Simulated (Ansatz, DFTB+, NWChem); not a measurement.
Abstraction of H: C3H4 + C4H7 → C3H3 + C4H8

Species: C3H4 (cyclopropene) `C1=CC1`, singlet; C4H7 (cyclobutyl radical) `[CH]1CCC1`, doublet; C3H3 (cyclopropenyl radical) `[CH]1C=C1`, doublet; C4H8 (cyclobutane) `C1CCC1`, singlet. A radical takes H: the energy is the difference in strength between two C–H bonds in different surroundings.

Shapes, held fixed at every level: PBE0-D4/def2-TZVP. Programs: Ansatz 0.2.0, DFTB+ 25.1, NWChem 7.3.0. The zero-point and thermal change to 298 K, harmonic and unscaled (PBE0-D4/def2-TZVP), is +3.7 kJ/mol.

| level | kind | ΔH(298 K) (kJ/mol) | less CCSD(T)/CBS estimate |
| --- | --- | --- | --- |
| MP2/def2-SVP | perturbation theory | -4.5 | -5.2 |
| DFTB2 | semi-empirical | +14.5 | +13.8 |
| HF/def2-SVP | Hartree–Fock | +5.9 | +5.2 |
| PBE0/def2-SVP | global hybrid | +6.7 | +6.0 |
| PBE0-D4/def2-TZVPP | global hybrid | +4.4 | +3.7 |
| wB97M-V/def2-TZVPP | range-separated hybrid | +2.2 | +1.5 |
| wB97X-V/def2-TZVPP | range-separated hybrid | -0.1 | -0.8 |
| CCSD/def2-SVP | coupled cluster or CI | +2.7 | +2.0 |
| CCSD(T)/CBS estimate | coupled cluster or CI | +0.7 | 0.0 |

The highest level, CCSD(T)/CBS estimate, gives ΔH(298 K) = +0.7 kJ/mol; the levels span -4.5 to +14.5. That is about zero within the method's error. They disagree on the sign: 7 of 9 are positive. The column of differences is taken from that level and isn't an error. No measured value is set beside it here. Open shells run unrestricted. The CBS estimate extrapolates MP2 from def2-TZVPP and def2-QZVPP and adds CCSD(T) − MP2 in the triple-zeta set, cores frozen.
